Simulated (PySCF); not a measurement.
# How methods differ on the electron affinity of Cl

Cl⁻ [Ar] (1S) → Cl [Ne] 3s2 3p5 (2P), as a difference of total energies. All numbers are calculated (PySCF 2.14, the non-relativistic Hamiltonian (point nucleus), in aug-cc-pwCVQZ (10s9p7d5f3g, 134 functions)). Correlated levels: valence: [Ne] frozen; valence and next inner shell: 1s2 frozen; nothing frozen. The calculations carry no spin-orbit coupling.

```
                                method  electron affinity (eV)  plus first-order spin-orbit estimate  error of that sum (eV)
                                   UHF                   2.368                                 2.334                  -1.279
                                   LDA                   3.930                                 3.896                  +0.283
                                   PBE                   3.649                                 3.614                  +0.001
                                  PBE0                   3.565                                 3.531                  -0.082
                                r2SCAN                   3.607                                 3.572                  -0.041
                             BHandHLYP                   3.421                                 3.387                  -0.226
                                  TPSS                   3.584                                 3.549                  -0.064
                                M06-2X                   3.631                                 3.597                  -0.016
                         MP2 (valence)                   3.723                                 3.689                  +0.076
                     SCS-MP2 (valence)                   3.637                                 3.602                  -0.011
    MP2 (valence and next inner shell)                   3.733                                 3.698                  +0.085
SCS-MP2 (valence and next inner shell)                   3.644                                 3.610                  -0.003
                   MP2 (all electrons)                   3.733                                 3.699                  +0.086
               SCS-MP2 (all electrons)                   3.645                                 3.610                  -0.003
```

Reference: 3.613 eV (measured; photodetachment measurements, as compiled on the Wikipedia data page of electron affinities).

A first-order spin-orbit estimate (lowest level to lowest level, LS coupling) adds -0.034 eV.

In the anion the highest occupied orbital energy is positive at LDA, PBE, r2SCAN, TPSS, a self-interaction effect; the basis confines that electron, and the energy difference can still be sensible.
